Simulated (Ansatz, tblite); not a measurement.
Isomers of Si$_{2}$H$_{2}$⁻ (doublet), found by a short tight-binding search and relaxed with r2SCAN-D4/def2-TZVPD in Ansatz.

The xTB rows come from tblite. HSE06 is defined as in plane-wave codes, on full-range PBE exchange. Correlated methods freeze 10 core orbitals. In CCSD on the charge -1 doublet the largest single amplitude is 0.24, so its Hartree–Fock determinant may place the open shell otherwise than the density functionals do.

Run but left out: HF/def2-TZVPPD, MP2/def2-TZVPPD (A: ⟨S²⟩ 1.17, where a pure state has 0.75).

A: At PBE-D4/def2-TZVPD, r2SCAN-D4/def2-TZVPD, HSE06-D4/def2-TZVPD the highest occupied level of the charge -1 doublet lies above zero (up to 0.46 eV). It is a level of β spin, whose loss leaves a triplet; that state wasn't run at this geometry and level. The electron is either unbound and held by the finite basis, or the level is raised by self-interaction error. At r2SCAN-D4/def2-TZVPD, B2PLYP/def2-TZVPD, CCSD(T)/def2-TZVPPD the charge -1 doublet is spin-contaminated (final ⟨S²⟩ up to 1.17, 0.75 for a pure state). At CCSD(T)/def2-TZVPPD T1 of the charge -1 doublet is large (up to 0.067), so the single-reference result is doubtful. B: At PBE-D4/def2-TZVPD, r2SCAN-D4/def2-TZVPD, HSE06-D4/def2-TZVPD the highest occupied level of the charge -1 doublet lies above zero (up to 0.45 eV). By energy differences its removal costs 2.51 eV (vertical, to the charge 0 singlet, at LC-ωPBE (ω = 0.30 bohr⁻¹)/def2-TZVPD). At CCSD(T)/def2-TZVPPD T1 of the charge -1 doublet is large (up to 0.081), so the single-reference result is doubtful. At CCSD(T)/def2-TZVPPD the charge -1 doublet is spin-contaminated (final ⟨S²⟩ up to 1.29, 0.75 for a pure state).

Other spin states were run for one of them alone.

A:

Cartesian coordinates in Å:
```
Si 0.7583 0.9486 -0.1195
Si 0.2643 -1.1341 -0.8669
H -1.1554 -0.9892 -0.2759
H 0.1328 1.1748 1.2624
```

B:

```xyz
4

Si   -0.037    1.070   -0.222
Si    0.037   -1.069    0.222
H    -1.506    1.442   -0.434
H     1.506   -1.442    0.434
```

Question: Estimate which lies lowest at each level, and how far above it the others are (kJ/mol).

Answer: 
| level | A | B |
| --- | --- | --- |
| GFN1-xTB | 48.8 | 0.0 |
| GFN2-xTB | 53.0 | 0.0 |
| PBE-D4/def2-TZVPD | 36.0 | 0.0 |
| r2SCAN-D4/def2-TZVPD | 35.9 | 0.0 |
| PBE0-D4/def2-TZVPD | 32.3 | 0.0 |
| HSE06-D4/def2-TZVPD | 32.8 | 0.0 |
| B2PLYP/def2-TZVPD | 39.8 | 0.0 |
| CCSD/def2-TZVPPD | 29.2 | 0.0 |
| CCSD(T)/def2-TZVPPD | 36.3 | 0.0 |
Point groups (tolerance 0.1 Å): A not assigned, B C2h. A and B have the same bonds, so they are conformers or stereoisomers. Lower isomers may exist.
